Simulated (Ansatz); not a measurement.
Correlation energies of C2HCl2F (`FC=C(Cl)Cl`) by basis set

Z-matrix (Å, degrees):
```
C
C 1 1.326
F 1 1.325 2 121.8
H 1 1.082 2 123.4 3 180.0
Cl 2 1.711 1 120.1 3 -180.0
Cl 2 1.703 1 122.7 3 -0.0
```

Total charge 0; spin multiplicity 1. The geometry is a stationary point of PBE0-D4/def2-TZVP. Frozen core, restricted reference, the Gaussian-basis code of Ansatz. CBS rows extrapolate triple and quadruple zeta; past MP2 they add the triple-zeta difference.

```csv
basis,HF (Eh),MP2 corr.,CCSD corr.,(T),CCSD(T) total
def2-SVP,-1094.26938,-0.71139,-0.74690,-0.02140,-1095.03768
def2-TZVPP,?,-0.93836,?,-0.04297,?
def2-QZVPP,-1094.83712,-1.02218,–,–,–
CBS(def2),?,?,-1.11989,as TZ,?
```

(1) Fill in the withheld values. (An estimate is asked.)

Results:

(1) The calculation gave: def2-TZVPP HF (Eh): -1094.80400; def2-TZVPP CCSD corr.: -0.97399; def2-TZVPP CCSD(T) total: -1095.82096; CBS(def2) HF (Eh): -1094.84168; CBS(def2) MP2 corr.: -1.08427; CBS(def2) CCSD(T) total: -1096.00454.
